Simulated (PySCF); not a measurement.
**SiN at PBE0**

Computed with PBE0; PySCF, no relativity, basis sets Si aug-pcseg-1, N aug-pcseg-1.

For SiN, the state is ⁴Π (quartet), unpaired electrons π ↑↑↑, a second solution, started from another occupation. The bond length is 1.917 Å, the harmonic wavenumber is 633 cm⁻¹ and the force constant is 2.20 mdyn/Å. The rotational constant Be is 0.4917 cm⁻¹ and the anharmonicity ωexe is 3.60 cm⁻¹. The vibration–rotation constant αe is 0.00444 cm⁻¹, the energy of the minimum from ground-state Si + N is -1.97 eV and the bond order (Mayer) is 0.59. The dipole moment (positive dipole means Si(−)N(+)) is -1.01 D.
